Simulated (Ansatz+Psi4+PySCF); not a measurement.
Results of a calculation; reference values are marked as such.
Input for PySCF 2.14.0:

```python
from pyscf import gto, scf, mp

mol = gto.M(atom="""
C 0.000000 0.000000 0.160070
H 0.000000 0.000000 -2.080970
""", basis='cc-pvtz', charge=0, spin=1)
mf = scf.UHF(mol)
mf.kernel()
pt = mp.MP2(mf, frozen=1).run()
print(mf.e_tot, pt.e_corr, pt.e_tot)
```

The script is written out from the run's settings.

Output:

```yaml
Converged: yes
Reference_energy: -38.12157 hartree
Correlation_energy: -0.11692 hartree
Total_energy: -38.23849 hartree
Spin_squared_of_the_determinant: 0.763
```

Messages of the program:
```
WARN: HOMO -0.0439208547542797 >= LUMO -0.0439208547542797
WARN: HOMO -0.0439208547542797 >= LUMO -0.0439208547542797
```

This is not the lowest solution: another run reaches a determinant 1.95 eV lower. Caution: bonds are stretched, where a single reference can fail.
